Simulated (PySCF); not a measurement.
**Removing an electron from `CC(C)(C)Cl`**

Species: C4H9Cl.
Structure used (PBE0-D3(BJ)/def2-SVP), in Å, numbered top down from 1:
```xyz
14
C4H9Cl angstrom
C     -1.2793    0.6960    0.0439
C      0.0305   -0.0205    0.3263
C      1.2249    0.7678   -0.1844
C      0.0219   -1.4417   -0.2110
Cl     0.2000   -0.1353    2.1448
H     -1.4242    0.7893   -1.0448
H     -2.1297    0.1381    0.4612
H     -1.2779    1.7043    0.4819
H      1.2449    1.7767    0.2518
H      2.1670    0.2616    0.0702
H      1.1659    0.8631   -1.2809
H     -0.0799   -1.4234   -1.3084
H     -0.8188   -2.0139    0.2065
H      0.9559   -1.9629    0.0428
```

Level: CAM-B3LYP/def2-SVPD (PySCF). Frontier orbitals with their largest atomic shares (Löwdin; up to four atoms above 4 %):

```
orbital  ε (eV)                             main atoms
 HOMO−3  -11.50     C3 20 %, C1 18 %, C2 17 %, C4 11 %
 HOMO−2  -11.30      Cl5 42 %, C2 15 %, C4 8 %, C1 8 %
 HOMO−1   -9.70                                      ?
   HOMO   -9.70                                      ?
   LUMO    1.15    Cl5 13 %, C1 13 %, C3 13 %, C4 13 %
 LUMO+1    1.55                      Cl5 53 %, C2 20 %
 LUMO+2    2.28  Cl5 16 %, C4 16 %, H13 11 %, H14 10 %
```

Problem. What vertical ionisation energy does ΔSCF give, and how far is −ε(HOMO) from it?

Solution. ΔSCF: 10.75 eV (1037 kJ/mol; threshold wavelength 115 nm); ⟨S²⟩ of the doublet left behind is 0.753, against 0.75 for a pure doublet. −ε(HOMO) is 9.70 eV, 1.05 eV below it. For the exact functional −ε(HOMO) would equal the first vertical ionisation energy; CAM-B3LYP (range-separated hybrid) falls short of its own ΔSCF value by 10 %. Holes in the HOMO−1 and HOMO−2 were tried too where these lie within 1.2 eV of the HOMO; the lowest converged state counts.

Problem. On which atoms does the HOMO lie?

Solution. HOMO: Cl5 78 %, C2 8 %, C4 7 %; HOMO−1: Cl5 78 %, C2 8 %, C1 6 %, C3 4 %. These 2 orbitals lie within 0.02 eV of one another; within a degenerate set any mixture serves as well, and the shares of a single orbital can change with the mixture. The HOMO−2 lies 1.60 eV lower.

Problem. With α = 65.1 au, estimate the like-pair dispersion coefficient by London's formula C6 = (3/4)α²I.

Solution. I = 0.3950 Eh, so C6 ≈ 1260 au, a rough estimate.

Problem. How many of the 10 lowest singlet excitations (vertical TDDFT, same level) lie below the ionisation energy?

Solution. All 10; they run from 7.19 to 9.33 eV.

Problem. What kinetic energy would electrons from this vertical process carry with Lyman-α light (10.199 eV)?

Solution. The photon is 0.55 eV short of the vertical value.

Geometry: PBE0-D3(BJ)/def2-SVP; no solvent, vibrations or thermal averaging.
